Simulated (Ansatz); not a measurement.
Worked example: vertical ionisation energy of C3O2 (carbon suboxide)

The species is C3O2 (5 atoms), meant as a singlet with charge 0. As SMILES, `O=C=C=C=O`. The coordinates come from a PBE0-D4/def2-TZVP relaxation.

```xyz
5

O     0.3094   -2.0668    1.2529
C     0.1663   -1.0900    0.6526
C     0.0086   -0.0148   -0.0081
C    -0.1466    1.0605   -0.6692
O    -0.2879    2.0375   -1.2697
```

Both states at this one shape; open shells run unrestricted unless said. 1 Eh = 27.2114 eV.

```
                                                       level  program  singlet C3O2 (Eh)  doublet [C3O2]+ (Eh)
                       CCSD(T)/3-21G, 5 core orbitals frozen   Ansatz        -262.341550           -261.979432
CCSD(T)/6-31G* (spherical functions), 5 core orbitals frozen   Ansatz        -264.020536           -263.644790
```

Task: Work out the vertical ionisation energy at each level.

Result: 
1. CCSD(T)/3-21G: -261.979432 − (-262.341550) = 0.362118 Eh = 9.85 eV.
2. CCSD(T)/6-31G* (spherical functions): -263.644790 − (-264.020536) = 0.375746 Eh = 10.22 eV.

No measured value is set beside it here; the levels span 9.85 to 10.22 eV. The second state is spin-contaminated at CCSD(T)/3-21G (⟨S²⟩ = 1.03). The second state is spin-contaminated at CCSD(T)/6-31G* (spherical functions) (⟨S²⟩ = 0.98).
